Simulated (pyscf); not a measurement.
# Hydrogen abstraction: H₂N–Zr(Cl)(Cl)–Cl (SMILES [NH2][Zr]([Cl])([Cl])[Cl]) + H• (SMILES [H]) → [HN–Zr(Cl)(Cl)–Cl]• (SMILES [NH][Zr]([Cl])([Cl])[Cl]) + H₂ (SMILES [H][H])

Gas phase, doublet surface, charge 0. Bonds broken: N1–H6. Bonds formed: H6–H8. Single points on ωB97X-D3(BJ)/def2-SVP structures (PySCF, gas phase).

Transition state (Å):

```xyz
8

N      0.4077     1.1149    -0.1347
Zr    -1.0528    -0.1156     0.3785
Cl    -0.8576    -2.0260    -0.9555
Cl    -3.1106     0.9056    -0.0732
Cl    -0.8410    -0.5367     2.6629
H      0.5114     1.0314    -1.5096
H      1.0744     1.8697     0.0221
H      0.5838     1.1187    -2.3740
```

One imaginary mode, 1048i cm⁻¹; descent along it reached the two sides named.

```tsv
bond	change	reactant side (Å)	saddle	product side
N1–H6	breaks	1.020	1.381	2.7
H6–H8	forms	2.9	0.872	0.764
```

Electronic energies relative to the separated reactants (kJ/mol):

```
level                   barrier  reaction energy  reverse barrier
----------------------  -------  ---------------  ---------------
ωB97X-D3(BJ)/def2-TZVP     71.6            +43.7             27.9
PBE/def2-TZVP              50.2            +45.0              5.1
r²SCAN/def2-TZVP           46.0            +30.2             15.8
B3LYP-D3(BJ)/def2-TZVP     46.8            +27.2             19.6
PBE0-D3(BJ)/def2-TZVP      63.7            +48.9             14.8
M06-2X/def2-TZVP           78.6            +45.2             33.4
ωB97M-D3(BJ)/def2-TZVP     72.8            +43.1             29.7
HF/def2-TZVP              114.0            +21.2             92.9
```

With ωB97M-D3(BJ)/def2-TZVP energies and thermal terms (ideal gas, 1 atm, RRHO with modes under 100 cm⁻¹ raised to 100, one conformer, R ln 2 for rigid chiral ones), in kJ/mol:

```json
[
 {"T (K)": "298", "ΔH‡": "63.6", "ΔG‡": "91.6", "ΔH": "+38.8", "ΔG": "+35.2"},
 {"T (K)": "600", "ΔH‡": "62.0", "ΔG‡": "120.8", "ΔH": "+38.4", "ΔG": "+31.6"},
 {"T (K)": "900", "ΔH‡": "61.2", "ΔG‡": "150.3", "ΔH": "+37.1", "ΔG": "+28.5"},
 {"T (K)": "1200", "ΔH‡": "60.8", "ΔG‡": "180.1", "ΔH": "+35.1", "ΔG": "+26.0"}
]
```

One saddle was located; it need not be the lowest between these sides. The angle at the transferred H is 171°. Open-shell species with a d-block atom are single-reference here; other states, and whether the spin sits on metal or ligand, were not checked. Elements past Kr carry the def2 core potentials, without spin-orbit coupling.
